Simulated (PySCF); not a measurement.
C2H5FO2

The system: C2H5FO2, a small molecule; neutral, singlet. The structure, one conformer, was relaxed in the gas phase by PBE0-D3(BJ)/def2-SVP. No frequency run checks that it is a minimum.

SMILES: CC(O)(O)F

| atom | x (Å) | y (Å) | z (Å) |
| --- | --- | --- | --- |
| C1 | -0.377 | -0.134 | 0.042 |
| C2 | 0.929 | 0.599 | 0.221 |
| O3 | -0.318 | -1.194 | -0.839 |
| O4 | -1.335 | 0.724 | -0.388 |
| F5 | -0.739 | -0.659 | 1.278 |
| H6 | 1.688 | -0.083 | 0.630 |
| H7 | 1.267 | 0.985 | -0.748 |
| H8 | 0.793 | 1.435 | 0.919 |
| H9 | 0.225 | -1.887 | -0.446 |
| H10 | -2.090 | 0.187 | -0.664 |

Shieldings: GIAO PBE0/pcSseg-2. Shifts are against computed references at the same level: C TMS (σ 184.1 ppm), H TMS (σ 31.24 ppm). Core levels by delta-SCF with SCAN, pcX-2 on the ionised atom and pcseg-1 elsewhere, spin-free X2C; from the vacuum level, for chosen atoms.

Q: Give the NMR and core-level values of the distinct atoms.

A: 
```tsv
atoms	bonded to	σ (ppm)	δ (ppm)	core level (eV)
C1	1 C + 1 F + 2 O	58.9	125.2	1s 296.25
C2	1 C + 3 H	157.6	26.5	1s 291.26
O3	1 C + 1 H	202.4	-	1s 539.73
O4	1 C + 1 H	210.7	-	1s 539.75
F5	1 C	233.5	-	1s 692.43
H6 H7 H8	1 C	29.73	1.51	-
H9	1 O	29.11	2.13	-
H10	1 O	28.64	2.60	-
```

Values are those of this one static structure, with the three H of a rotating XH3 group averaged; atoms that internal rotation interchanges would show their mean in an NMR spectrum.

Q: By CAM-B3LYP/def2-SVPD (TDDFT singlets, Tamm-Dancoff triplets, ionisation by delta-SCF), where does absorption start, and what does vertical ionisation take?

A: The lowest singlet lies at 8.18 eV (f 0.026), the strongest of the first 6 at 9.47 eV (f 0.040), the lowest triplet at 7.85 eV; vertical ionisation takes 13.06 eV.
